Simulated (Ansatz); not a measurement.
Ansatz (a quantum-chemistry and plane-wave program) input (CCSD(T)/aug-cc-pVDZ):

Ansatz 0.2 input:
```yaml
crystal:
  periodic: [false, false, false]
  atoms:
    - {symbol: C, position_ang: [0.00913574, 0.00173503, -1.20562697]}
    - {symbol: C, position_ang: [-0.00077797, -0.00014775, 0.10266711]}
    - {symbol: H, position_ang: [0.02818759, 0.94008178, -1.73766571]}
    - {symbol: H, position_ang: [-0.00183081, -0.93507619, -1.74059173]}
    - {symbol: O, position_ang: [-0.00956292, -0.00181616, 1.26200208]}
basis:
  gaussian:
    orbitals: aug-cc-pVDZ
magnetization: {spin_polarized: true, initial_magnetization: 2}
correlation: {method: ccsd_t, electrons: outside_noble_gas}
```

End of the output:

```
integrals: 0.14 GiB planned
865 factors; integrals over basis functions are off by at most 8.1e-4 eV
mean field: 0.19 GiB planned
mean field evaluation 1: about -4124.4302 eV, gradient 1.8e1 eV
mean field evaluation 2: about -4124.4319 eV, gradient 1.8e1 eV
mean field evaluation 4: about -4126.2673 eV, gradient 3.3e0 eV
mean field evaluation 8: about -4126.3548 eV, gradient 2.1e-1 eV
mean field evaluation 16: about -4126.3408 eV, gradient 8.6e-1 eV
mean field evaluation 32: about -4124.1183 eV, gradient 2.0e-2 eV
mean field evaluation 64: about -4120.9698 eV, gradient 9.4e-1 eV
mean field evaluation 96: about -4122.7788 eV, gradient 9.3e-4 eV
mean field -4126.35651073 eV, -151.6408048245 hartree, gradient 4.4e-6 eV, S^2 2.050675; 2 other end points of the search recorded, 0 dependent functions left out
determinant -4126.35651073 eV, -151.6408048245 hartree, with singles and doubles -4138.33625898 eV, -152.0810524524 hartree
determinant -4124.11832505 eV, -151.5585530178 hartree, with singles and doubles -4136.34552592 eV, -152.0078943619 hartree
determinant -4123.24323704 eV, -151.5263941264 hartree, with singles and doubles -4134.58919943 eV, -151.9433505537 hartree
3 core orbitals not correlated
reference -4126.35651073 eV, -151.6408048245 hartree; 9, 7 occupied and 75, 77 virtual orbitals, 865 factors
second order -11.26804103 eV of doubles, -0.00000000 eV of singles
coupled cluster: 0.43 GiB planned
cycle   1  -11.95953157 eV  change   -4.0e-1 eV  update   2.6e-2
cycle   2  -11.98350220 eV  change   -2.4e-2 eV  update   6.6e-3
cycle   3  -11.98589616 eV  change   -2.4e-3 eV  update   4.2e-3
cycle   4  -11.98697807 eV  change   -1.1e-3 eV  update   1.4e-3
cycle   5  -11.98715619 eV  change   -1.8e-4 eV  update   8.6e-4
cycle   6  -11.98731102 eV  change   -1.5e-4 eV  update   3.7e-4
cycle   7  -11.98737617 eV  change   -6.5e-5 eV  update   1.8e-4
cycle   8  -11.98736106 eV  change    1.5e-5 eV  update   6.5e-5
cycle   9  -11.98736558 eV  change   -4.5e-6 eV  update   2.8e-5
cycle  10  -11.98735411 eV  change    1.1e-5 eV  update   1.1e-5
perturbative correction -0.42971058 eV, -0.0157915726 hartree
Total energy: -4138.77357543 eV, -152.0971235354 hartree
```

This state (charge 0, triplet) is run at the relaxed geometry of the species with charge 0 and multiplicity 1, and is a spin state other than that species' own.
